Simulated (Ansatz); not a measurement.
The same path of C3H6ClN (11 atoms, charge 0, multiplicity 1) was run twice with different band settings. The coordinate that changes most is the height of N4 over the plane of its neighbours.

These are results of RKS r2SCAN-D4/def2-SVP (Ansatz), not measurements.

Relaxed end points:

```xyz
11
Properties=species:S:1:pos:R:3
C -1.208 -0.789 0.361
C -0.449 0.484 0.577
C 0.697 0.793 -0.062
N 1.322 0.091 -1.078
Cl 1.529 2.293 0.300
H -2.034 -0.676 -0.367
H -0.564 -1.607 -0.006
H -1.662 -1.140 1.301
H -0.853 1.228 1.266
H 2.337 0.107 -1.042
H 0.950 -0.842 -1.229
```

```xyz
11
Properties=species:S:1:pos:R:3
C -1.235 -0.783 0.353
C -0.469 0.490 0.545
C 0.745 0.731 0.013
N 1.535 -0.126 -0.739
Cl 1.552 2.254 0.331
H -2.109 -0.651 -0.311
H -0.617 -1.592 -0.067
H -1.626 -1.155 1.315
H -0.911 1.278 1.159
H 2.188 0.347 -1.355
H 1.011 -0.849 -1.223
```

Common settings: spring 5.0 eV/Å²; optimiser quadratic models (default); start path through a guess of the saddle point; force threshold 0.05 eV/Å; iteration limit 60; end points relaxed.

| run | movable images | climbing image |
| --- | --- | --- |
| 1 | 9 | yes |
| 2 | 6 | no |

(1) What does each run give, and how far can it be trusted?

## Answers

(1) Run 1: converged after 14 iterations, highest image 0.047 eV above the first end. A vibrational analysis at the climbing image gives one clearly imaginary mode, 427i cm⁻¹: a first-order saddle point.
Run 2: converged after 9 iterations, highest image 0.049 eV above the first end. No image climbed, so the highest image needn't sit at the top of the path.
